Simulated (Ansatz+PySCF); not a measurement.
The numbers below are computed, except where a source is named.
# Several solutions for singlet MgO

```yaml
atoms:
  - { symbol: Mg, position_ang: [0.0000, 0.0000, -0.7550] }
  - { symbol: O, position_ang: [0.0000, 0.0000, 1.1325] }
```

Basis set: def2-SVP (spherical functions). Charge 0, multiplicity 1.

UHF was run from several starts with Ansatz (development build ahead of 0.2.0) and PySCF 2.14.0.

| run | program | start | converged | energy (hartree) | <S²> |
| --- | --- | --- | --- | --- | --- |
| A | PySCF | guess 1e, instabilities followed | yes | -274.30012 | 1.01 |
| B | Ansatz | atomic start, no search | yes | -274.19715 | 0.00 |
| C | PySCF | guess minao, instabilities followed | yes | -274.30012 | 1.01 |
| D | PySCF | program defaults | yes | -274.19715 | 0.00 |
| E | Ansatz | stability test followed | yes | -274.30012 | 1.01 |
| F | PySCF | guess huckel, instabilities followed | yes | -274.30012 | 1.01 |
| G | Ansatz | search for the lowest state | yes | -274.30012 | 1.01 |
| H | PySCF | guess atom, instabilities followed | yes | -274.30012 | 1.01 |

Problem. Which runs reached the lowest solution of this kind, and what is wrong with the others?

Solution. A, C, E, F, G, H reached the lowest solution found. Converged but too high: B by 2.80 eV, D by 2.80 eV. Convergence only shows a stationary point, and even a stable one can lie too high; stability tests and further starts are what find lower ones. Caution: the unrestricted determinant is a mixture of spin states.
